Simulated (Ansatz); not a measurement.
## Relaxing CdP

Method: Ansatz 0.2.0, DFT PBE, scalar-relativistic, plane waves, PAW.

The start is a random cell of CdP with space group Pma2 (No. 28), drawn with lower limits on the distances.

Input of the last, converged step (default PAW datasets):

```yaml
crystal:
  lattice:
    - [3.2759696134, 0.0, 0.0]
    - [0.0, 4.2966467537, 0.0]
    - [0.0, 0.0, 6.9164004585]
  atoms:
    - { symbol: Cd, position: [0.25, 0.0, 0.6717715778] }
    - { symbol: Cd, position: [0.75, 0.0, 0.3282284222] }
    - { symbol: P, position: [0.75, 0.5, 0.1048833841] }
    - { symbol: P, position: [0.25, 0.5, 0.8951166159] }
basis:
  ecutwfc: 420
kpoints:
  mp_grid: { grid: [14, 12, 8] }
hamiltonian:
  xc: pbe
scf:
  occupations: { method: gaussian, width: 0.1 }
output:
  forces: true
  stress: true
  eigenvalues: true
relax:
  adjacent_minimum: "off"
  f_tol: 0.01
  max_steps: 80
  cell: { stress_tol: 0.05 }
```

Launched as:

```bash
ansatz run input.yaml --threads 1 --pin off --max-ram 2560MiB --backend cpu --events-out ev --progress --plain --runs-dir out
```

The run took 5.7 min on 1 thread of Arm Neoverse N1, with other jobs on the host, peak memory 0.78 GiB.

The program printed at the end:

```
SCF converged after 5 iterations
Free energy (F): -18020.457625 eV
Harris-Foulkes:  -18020.457625 eV  (|F-HF|=0.00e0)
Internal energy: -18020.450455 eV  (E = F + TS)
E sigma→0 (E₀):  -18020.454040 eV
Entropy (-TS):   -0.007170 eV (-1.792 meV/atom)
Fermi energy:    8.530935 eV
--- Per-component energies (eV) ---
  E_band       = -992.320010
  E_kinetic    = 1148.926558
  E_local      = -8336.984009  (includes V_loc(G=0)·N_el)
  E_nonlocal   = 131.718478
  E_hartree    = 3860.016781
  E_xc         = -476.303267
  E_vxc        = -564.544532  (∫ρ·V_xc dr)
  E_paw        = -9302.678163  (= ΣΔE_a)
  E_vpaw       = -1091.470273  (= ΣTr[D̂ρ^β])
  E_aug_tail   = 0.000032  (compensation charges beyond the density's cutoff)
  E_ewald      = -5045.146865
  E_smearing   = -0.007170  (= −TS)
  E_closure    =  0.000000  (closes the sum)
  Σ components = -18020.457625   (vs F -18020.457625, Δ=0.00e0)
--- Forces (eV/Å), atoms counted from 1 ---
  atom   1  Cd     0.00000000     0.00000000     0.00023129
  atom   2  Cd     0.00000000     0.00000000    -0.00023129
  atom   3  P      0.00000000     0.00000000    -0.00310643
  atom   4  P      0.00000000     0.00000000     0.00310643
  max |Σ_I F_I| component: 0.00e0 eV/Å
--- Stress (GPa, compression-positive) ---
        0.005551       0.000000       0.000000
        0.000000      -0.001465       0.000000
        0.000000       0.000000      -0.018850
  P = ⅓ Tr σ = -0.0049 GPa (-0.049 kbar)
--- Relaxed structure (3 steps of the walk, 3 accepted, 1 SCFs on fresh bases) ---
  F+E_penalty+E_count = -18020.45762493 eV   max|allowed force component| = 3.106e-3 eV/Å   (the final SCF, on the basis selected at the relaxed cell)
  cell:  # Å, volume = 97.3516 Å³
    - [3.277119, 0.000000, 0.000000]
    - [0.000000, 4.294662, 0.000000]
    - [0.000000, 0.000000, 6.917063]
  atoms:
    - { symbol: Cd, position: [0.25, 0.000000, 0.671970] }
    - { symbol: Cd, position: [0.75, 0.000000, 0.328030] }
    - { symbol: P, position: [0.75, 0.5, 0.104993] }
    - { symbol: P, position: [0.25, 0.5, 0.895007] }
```

Total energies depend on the potentials used, so only differences within one code and one set of settings carry meaning.

The result has space group Pmma (No. 51). Cd has 2 P at 2.64 Å, 2 Cd at 2.89 Å and 2 Cd at 3.28 Å; around P lie 2 P at 2.19 Å and 2 Cd at 2.64 Å.

Against the elements it lies at -0.05 eV/atom. Formation energies are uncorrected and refer to the elements' standard structures at the same level.

The k mesh leaves about 4 meV/atom of noise in metals.

Symmetry constrained the relaxation, so the result can be a saddle point.